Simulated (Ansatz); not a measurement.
System: CHCl2, net charge 0, doublet state. It need not be the lowest isomer of its formula. 
Structure (B3LYP-D3(BJ)/def2-TZVP (Ansatz, a program for electronic structure) minimum search):
```
C
H 1 1.0785
Cl 1 1.7039 2 117.35
Cl 1 1.7039 2 117.35 3 153.21
```
Charge 0, spin multiplicity 2.

Parts of the frozen-core correlation energy in aug-cc-pV(D+d)Z (Ansatz, hartree). Frozen orbitals: 11; correlated occupied orbitals by spin: 10 and 9; virtual: 75 and 76. UHF or UKS for open shells. Spin-orbit coupling is left out. Non-relativistic.

```
term                            value
-------------------------  ----------
reference (HF)             -957.41627
MP2 opposite-spin            -0.30591
MP2 same-spin                -0.11298
CCSD correlation             -0.45669
(T)                          -0.01579
T1 diagnostic                   0.017
largest doubles amplitude       0.028
<S^2> of the reference          0.769
```
